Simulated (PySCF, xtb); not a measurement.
acetamide (C2H5NO), SMILES CC(N)=O.

GFN2-xTB run with xtb at its own geometry gives an orbital gap of 5.20 eV and a dipole moment of 4.38 D.

Coordinates come from a PBE-D3(BJ)/def2-SVP optimisation. The geometry has at least one imaginary mode, so it is a saddle point at that level. One conformer was computed; it need not be the lowest.

Problem. What does PBE/def2-TZVPD (PySCF) give? (An estimate is asked for; the answer gives what the named calculation found.)

Solution. gap 5.10 eV (levels -5.78 and -0.68 eV), dipole 3.83 D.
